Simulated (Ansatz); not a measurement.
## LaOBiS2 (P4/nmm, No. 129; cell taken from a computed entry)

All values below come from PBEsol (Ansatz, a first-principles code, PAW).

Settings: plane-wave cutoff 520 eV, 8×8×4 k mesh (along the axes of the cell as run), Fermi–Dirac smearing 0.01 eV, scalar-relativistic PAW data made under PBE.

Cell: relaxed with PBEsol: a = b = 4.0029 Å, c = 13.9179 Å, α = β = γ = 90.00°.

* **band gap**: 0.83 eV
* **direct gap at Γ**: 3.38 eV

Note: the cell has widely spaced layers and the level no dispersion term, so their spacing and the moduli can rest on weak binding.

Spin–orbit coupling is not included; with these elements it can move the gap by several tenths of an eV or more.

The computed numbers hold no vibrational or temperature effects.

It cost about 80 core-seconds (a rough figure) of CPU time.
